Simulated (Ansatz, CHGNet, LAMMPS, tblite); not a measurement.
Lattice parameter c of anatase TiO2 (metastable phase): levels of theory against measurement

Reference value: 9.514 Å (measured, room temperature, no zero-point or thermal correction; as tabulated in Horn, Schwerdtfeger, Meagher, Refinement of the structure of anatase at several …).

| level (code) | value (Å) | difference (%) |
|---|---|---|
| ionic model catlow1992 (shell model, LAMMPS) | 11.793 | +24 |
| GFN1-xTB (tblite) | 9.121 | -4.13 |
| CHGNet-r²SCAN | 9.547 | +0.35 |
| LDA (Ansatz) | 9.455 | -0.62 |
| BLYP (Ansatz) | 9.838 | +3.41 |
| PBE (Ansatz) | 9.697 | +1.92 |
| PBEsol (Ansatz) | 9.552 | +0.40 |
| revPBE (Ansatz) | 9.776 | +2.75 |
| PBE-D3(BJ) (Ansatz) | 9.573 | +0.62 |
| rVV10 (Ansatz) | 9.686 | +1.81 |
| r²SCAN-D4 (Ansatz) | 9.553 | +0.41 |
| HSE06 (Ansatz) | 9.585 | +0.75 |

Leaving aside ionic model catlow1992 (doubt noted below): The reference is not for a static lattice or low temperature, so close values are not ranked against it. Off by more than 1.75 %, or 2.45 % on the side where a correction would as a rule narrow the miss (bounds picked here): GFN1-xTB (-4.13 %), BLYP (+3.41 %), revPBE (+2.75 %), PBE (+1.92 %), rVV10 (+1.81 %).

The reference isn't brought to a static lattice, while the calculations are for one, so the differences are not the levels' errors alone.  Ionic model catlow1992: the cell has another shape than the first-principles one, perhaps another minimum in the same group. GFN1-xTB: the method was fitted mainly to molecules. GFN1-xTB: the run uses a supercell at the zone centre in place of a k mesh. Cutoffs and k meshes differ between the levels. Ansatz's density-functional and Hartree–Fock values are scalar-relativistic unless marked +SOC, with PAW data made under PBE.

Empirical potentials (ionic model catlow1992) are fitted to chosen data: where that held the value shown, agreement is built in, and what lay outside the fit can be far off. Machine-learned potentials (CHGNet-r²SCAN) are trained on DFT data: a solid inside that data is no test of them.

Differences are worked out from the printed values.

Ansatz is a first-principles code.
